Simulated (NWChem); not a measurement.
The numbers come from NWChem runs, not from measurements. System: CS, charge 0, spin multiplicity 1, at a geometry optimised with B3LYP/def2-SVP. The structure started from a generated list of species. Level: PBE0/def2-SVP.

Job file:

```
start mol
memory heap 200 mb stack 900 mb global 1100 mb
geometry units angstroms nocenter noautoz noautosym
  C      0.000000     0.000000     1.119212
  S      0.000000     0.000000    -0.419705
end
basis spherical
  * library def2-svp
end
dft
  xc pbe0
  semidirect memsize 60000000 filesize 0
  iterations 100
end
task dft energy
```

NWChem printed:

```
             Northwest Computational Chemistry Package (NWChem) 7.3.0
             --------------------------------------------------------

                                NWChem Input Module
                                -------------------

 Scaling coordinates for geometry "geometry" by  1.889725989
 (inverse scale =  0.529177249)

                             Geometry "geometry" -> ""
                             -------------------------

 Output coordinates in angstroms (scale by  1.889725989 to convert to a.u.)

  No.       Tag          Charge          X              Y              Z
 ---- ---------------- ---------- -------------- -------------- --------------
    1 C                    6.0000     0.00000000     0.00000000     1.11921200
    2 S                   16.0000     0.00000000     0.00000000    -0.41970500

 Effective nuclear repulsion energy (a.u.)      33.0108874643

            Nuclear Dipole moment (a.u.)
            ----------------------------
        X                 Y               Z
 ---------------- ---------------- ----------------
     0.0000000000     0.0000000000    -0.0000151178


 Summary of "ao basis" -> "" (spherical)
 ------------------------------------------------------------------------------
       Tag                 Description            Shells   Functions and Types
 ---------------- ------------------------------  ------  ---------------------
 *                          def2-svp                  on all atoms

                                 NWChem DFT Module
                                 -----------------

 Summary of "ao basis" -> "ao basis" (spherical)
 ------------------------------------------------------------------------------
       Tag                 Description            Shells   Functions and Types
 ---------------- ------------------------------  ------  ---------------------
 C                          def2-svp                 6       14   3s2p1d
 S                          def2-svp                 8       18   4s3p1d

 Summary of "ao basis" -> "ao basis" (spherical)
 ------------------------------------------------------------------------------
[...]
 Vector   11  Occ=2.000000D+00  E=-3.243074D-01
              MO Center=  2.4D-10, -2.4D-10,  1.1D+00, r^2= 1.6D+00
   Bfn.  Coefficient  Atom+Function         Bfn.  Coefficient  Atom+Function
  ----- ------------  ---------------      ----- ------------  ---------------
     3      0.509623  1 C  s                  6      0.471498  1 C  pz
    27     -0.324647  2 S  pz                 2      0.312574  1 C  s
    24     -0.275701  2 S  pz                 9      0.162684  1 C  pz
    21     -0.151514  2 S  pz                 1     -0.147826  1 C  s
    17     -0.068580  2 S  s                 12     -0.029815  1 C  d  0

 Vector   12  Occ=0.000000D+00  E=-8.027338D-02
              MO Center=  1.6D-09, -1.6D-09,  5.2D-01, r^2= 2.0D+00
   Bfn.  Coefficient  Atom+Function         Bfn.  Coefficient  Atom+Function
  ----- ------------  ---------------      ----- ------------  ---------------
    26      0.401093  2 S  py                 8     -0.387722  1 C  py
    25     -0.389527  2 S  px                 5     -0.382627  1 C  py
     7      0.376541  1 C  px                 4      0.371593  1 C  px
    23      0.194310  2 S  py                22     -0.188707  2 S  px
    20      0.109703  2 S  py                19     -0.106540  2 S  px

 Vector   13  Occ=0.000000D+00  E=-8.027338D-02
              MO Center= -3.4D-11, -6.1D-11,  5.2D-01, r^2= 2.0D+00
   Bfn.  Coefficient  Atom+Function         Bfn.  Coefficient  Atom+Function
  ----- ------------  ---------------      ----- ------------  ---------------
    25     -0.401093  2 S  px                 7      0.387722  1 C  px
    26     -0.389527  2 S  py                 4      0.382627  1 C  px
     8      0.376541  1 C  py                 5      0.371593  1 C  py
    22     -0.194310  2 S  px                23     -0.188707  2 S  py
    19     -0.109703  2 S  px                20     -0.106540  2 S  py

 Vector   14  Occ=0.000000D+00  E= 1.560697D-01
              MO Center=  1.3D-10, -1.4D-10, -1.5D-01, r^2= 2.1D+00
   Bfn.  Coefficient  Atom+Function         Bfn.  Coefficient  Atom+Function
  ----- ------------  ---------------      ----- ------------  ---------------
    18      1.646347  2 S  s                 27      1.498300  2 S  pz
     3     -1.139777  1 C  s                  9      0.999414  1 C  pz
     2     -0.599828  1 C  s                  6      0.435039  1 C  pz
    30     -0.300353  2 S  d  0               1      0.148447  1 C  s
    16     -0.116160  2 S  s                 24      0.115047  2 S  pz

 center of mass
 --------------
 x =   0.00000000 y =   0.00000000 z =   0.00050309

 moments of inertia (a.u.)
 ------------------
          73.790959332416           0.000000000000           0.000000000000
           0.000000000000          73.790959332416           0.000000000000
           0.000000000000           0.000000000000           0.000000000000

     Multipole analysis of the density
     ---------------------------------

     L   x y z        total         alpha         beta         nuclear
     -   - - -        -----         -----         ----         -------
     0   0 0 0     -0.000000    -11.000000    -11.000000     22.000000

     1   1 0 0      0.000000      0.000000      0.000000      0.000000
     1   0 1 0     -0.000000     -0.000000     -0.000000      0.000000
     1   0 0 1     -0.702144     -0.351064     -0.351064     -0.000015

     2   2 0 0    -13.383536     -6.691768     -6.691768      0.000000
     2   1 1 0      0.000000      0.000000      0.000000      0.000000
     2   1 0 1     -0.000000     -0.000000     -0.000000      0.000000
     2   0 2 0    -13.383536     -6.691768     -6.691768      0.000000
     2   0 1 1      0.000000      0.000000      0.000000      0.000000
     2   0 0 2    -15.450967    -26.177619    -26.177619     36.904270

 Task  times  cpu:        0.5s     wall:        0.5s

 Total times  cpu:        0.5s     wall:        0.5s
```
